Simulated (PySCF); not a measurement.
Gas-phase reaction: H3SiOCH3 + O2 = CH3Si(OH)3

Energies from PySCF (xtb for GFN2), thermal terms from the rigid-rotor harmonic-oscillator model, ideal gas at 1 bar. † marks an energy on the PBE0/def2-TZVP geometry and frequencies; other levels use their own. MP2 and CCSD(T) freeze the core. Open shells (unrestricted): O2 (multiplicity 3); the rest are closed-shell singlets. GFN2 has no spin-polarisation term. B3LYP is the form with VWN-RPA correlation. No R ln 2 is added for the mirror-image form of CH3Si(OH)3. CH3Si(OH)3: computed as isolated molecules; such fragments, hydroxides, amides, oligomers or adducts are transient or little studied in the gas. MP2 isn't extrapolated to the basis-set limit; its ΔH°(298 K) is -726.3 kJ in def2-SVP and -825.2 kJ in def2-TZVPP. CCSD(T) isn't extrapolated to the basis-set limit. The harmonic model lacks anharmonicity and excited electronic states, which grow with temperature; levels with a mode under 35 cm⁻¹ are left out. Internal rotation in H3SiOCH3, CH3Si(OH)3 is treated as a harmonic vibration of one conformer, which makes the entropy rough. Warning, point group unlike the PBE0 one: CH3Si(OH)3 (GFN2-xTB).

```csv
level,"ΔE electronic, kJ","ΔH°(298 K), kJ","ΔS°(298 K), J/K","ΔG°(1800 K), kJ"
B3LYP/def2-TZVP†,-753,-731,-151,-489
CCSD(T)/def2-SVP†,-711,-689,-151,-447
GFN2-xTB,-841,-817,-153,-565
HF/def2-TZVP†,-717,-695,-151,-452
MP2/def2-SVP†,-748,-726,-151,-484
PBE/def2-SVP,-685,-663,-141,-438
PBE/def2-TZVP†,-741,-719,-151,-477
PBE0/def2-QZVP†,-785,-763,-151,-520
r2SCAN/def2-TZVP†,-773,-751,-151,-509
LDA/def2-TZVP†,-830,-808,-151,-565
```
ΔH° is lowest at GFN2-xTB and highest at PBE/def2-SVP. No reference value is set beside these.
